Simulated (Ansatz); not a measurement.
One geometry of C5H8O (`C#CC(C)OC`), several functionals.

```yaml
crystal:
  periodic: [false, false, false]
  atoms:
    - {symbol: C, position_ang: [-2.407608, 0.075949, 0.433513]}
    - {symbol: C, position_ang: [-1.284587, -0.007545, 0.017941]}
    - {symbol: C, position_ang: [0.087155, -0.103618, -0.493370]}
    - {symbol: C, position_ang: [0.296218, 0.800419, -1.692457]}
    - {symbol: O, position_ang: [1.040953, 0.255070, 0.479145]}
    - {symbol: C, position_ang: [1.072043, -0.612099, 1.583626]}
    - {symbol: H, position_ang: [-3.403523, 0.153925, 0.801149]}
    - {symbol: H, position_ang: [0.255120, -1.151182, -0.794331]}
    - {symbol: H, position_ang: [-0.404837, 0.545514, -2.487924]}
    - {symbol: H, position_ang: [0.138916, 1.840480, -1.404479]}
    - {symbol: H, position_ang: [1.316462, 0.684516, -2.060584]}
    - {symbol: H, position_ang: [1.867647, -0.262738, 2.241166]}
    - {symbol: H, position_ang: [0.122339, -0.604192, 2.131193]}
    - {symbol: H, position_ang: [1.290801, -1.643601, 1.274211]}
basis:
  gaussian: {orbitals: def2-TZVPP}
hamiltonian: {xc: {name: B3LYP}, dispersion: d4}
output: {forces: true, orbitals: {seedname: orbitals}}
```

```sh
$ ansatz run in.yaml --threads 4 --pin off --events-out ev --progress --plain --max-ram 10444MiB
```

It prints (some lines left out):

```
Functional definition: B3LYP
1523 factors; their error is unknown
mean field evaluation 1: about -7351.6546 eV, gradient 7.2e1 eV
mean field evaluation 2: about -7346.7274 eV, gradient 8.4e1 eV
mean field evaluation 4: about -7363.2333 eV, gradient 7.6e0 eV
mean field evaluation 8: about -7363.3387 eV, gradient 6.9e-1 eV
mean field evaluation 16: about -7363.3393 eV, gradient 1.1e-4 eV
mean field -7363.33929516 eV, -270.5977280466 hartree, gradient 2.3e-5 eV, S^2 0.000000; 0 other end points of the search recorded, 0 dependent functions left out
reference -7363.33960557 eV, -270.5977394538 hartree; 23, 23 occupied and 275, 275 virtual orbitals, 1523 factors
Total energy: -7363.76273522 eV, -270.6132891818 hartree
Atom 0 at    -2.407608     0.075949     0.433513 Å, force    -0.044335     0.009383     0.016651 eV/Å
Atom 1 at    -1.284587    -0.007545     0.017941 Å, force    -0.202821     0.002866     0.062854 eV/Å
Atom 2 at     0.087155    -0.103618    -0.493370 Å, force    -0.168382    -0.201068    -0.197122 eV/Å
Atom 3 at     0.296218     0.800419    -1.692457 Å, force     0.042797     0.126689    -0.190162 eV/Å
Atom 4 at     1.040953     0.255070     0.479145 Å, force     0.177454     0.192341     0.008926 eV/Å
Atom 5 at     1.072043    -0.612099     1.583626 Å, force     0.071223    -0.178915     0.342218 eV/Å
Atom 6 at    -3.403523     0.153925     0.801149 Å, force     0.104087    -0.008825    -0.037958 eV/Å
Atom 7 at     0.255120    -1.151182    -0.794331 Å, force     0.006472     0.059213     0.013247 eV/Å
Atom 8 at    -0.404837     0.545514    -2.487924 Å, force     0.041785     0.021820     0.028679 eV/Å
Atom 9 at     0.138916     1.840480    -1.404479 Å, force     0.011948    -0.047065    -0.028080 eV/Å
Atom 10 at     1.316462     0.684516    -2.060584 Å, force    -0.052515     0.016949     0.004940 eV/Å
Atom 11 at     1.867647    -0.262738     2.241166 Å, force    -0.044559    -0.028877    -0.025518 eV/Å
Atom 12 at     0.122339    -0.604192     2.131193 Å, force     0.067269    -0.009439    -0.018919 eV/Å
Atom 13 at     1.290801    -1.643601     1.274211 Å, force    -0.010424     0.044930     0.020243 eV/Å
Dipole moment:    -0.068882    -0.183756    -0.009602 e Å
```

Hardware: 4 threads of an Arm Neoverse V1 on a shared host. Wall time 6.5 s, peak host memory 0.94 GiB.

With the line `hamiltonian: {xc: {name: wB97M-V}}` (abridged; 16 s):

```
Functional definition: wB97M-V
mean field evaluation 16: about -7359.8381 eV, gradient 2.4e-4 eV
mean field -7359.83805154 eV, -270.4690597168 hartree, gradient 4.0e-5 eV, S^2 0.000000
Total energy: -7359.83810520 eV, -270.4690616887 hartree
Atom 0 force     0.150639    -0.006118    -0.056691 eV/Å
Atom 1 force    -0.477238     0.045030     0.196631 eV/Å
Atom 2 force     0.140963    -0.243748    -0.200391 eV/Å
Atom 3 force     0.034933     0.099436    -0.134449 eV/Å
Atom 4 force     0.101796     0.196853    -0.067336 eV/Å
Atom 5 force     0.014405    -0.184705     0.257882 eV/Å
Atom 6 force     0.076064    -0.008113    -0.029789 eV/Å
Atom 7 force    -0.009369     0.099001     0.037104 eV/Å
Atom 8 force     0.047636     0.017879     0.055976 eV/Å
Atom 9 force     0.010173    -0.073927    -0.012353 eV/Å
Atom 10 force    -0.079192     0.011725     0.030097 eV/Å
Atom 11 force    -0.072808    -0.038945    -0.049752 eV/Å
Atom 12 force     0.081462     0.000128    -0.045067 eV/Å
Atom 13 force    -0.019464     0.085502     0.018138 eV/Å
Dipole moment:    -0.073812    -0.185643    -0.008096 e Å
```

With the line `hamiltonian: {xc: {name: wB97X-V}}` and no forces (abridged; 10 s):

```
Functional definition: wB97X-V
mean field evaluation 16: about -7360.8378 eV, gradient 2.2e-4 eV
mean field -7360.83777484 eV, -270.5057988702 hartree, gradient 4.2e-5 eV, S^2 0.000000
Total energy: -7360.83777261 eV, -270.5057987883 hartree
```

B3LYP takes the VWN-RPA correlation (the form of Gaussian; ORCA's B3LYP/G).
